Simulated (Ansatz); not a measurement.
A made-up structure of CH$_{3}$SSi, doublet:

```
6
angstrom
C -0.9981 -0.5997 -0.8116
Si -0.0664 0.6035 -0.1451
S 1.4799 0.3703 1.2776
H -1.5458 -1.4430 -1.1835
H -0.2059 2.0339 -0.4738
H 0.3897 1.8441 0.3737
```

It is relaxed with PBE-D4/def2-SVP and then PBE0-D4/def2-TZVP (Ansatz 0.2.0). Atoms count as bonded within 1.22 times the sum of their covalent radii (H–H: 0.88 Å). The end point is not checked to be a true minimum.

(1) Does its bonding change? (A judgement: the text doesn't fix the answer.)

Results:

(1) The calculation gives: Yes. Formed: S3–H6; broken: Si2–H6.

Where it ends: The first stage lowers the energy by 3.19 eV in 12 steps. It ends as CH₃SSi ([CH][SiH][SH]):
C1  (-1.084, -0.716, -0.899)
Si2  (-0.302, 0.634, -0.330)
S3  (1.200, 0.596, 1.158)
H4  (-1.537, -1.637, -1.210)
H5  (-0.578, 2.002, -0.809)
H6  (1.354, 1.930, 1.128)
(Å)

Labels in which every atom is bracketed show which atoms are joined, not bond orders.

For scale, one of the runs: PBE0-D4/def2-TZVP relaxation, 123 basis functions, launched by `ansatz run in.yaml --threads 2 --pin off --events-out ev --progress --plain --max-ram 4352MiB`. Hardware: 2 CPU threads of an Intel Xeon Platinum 8259CL, shared host. Wall time about 40 s.
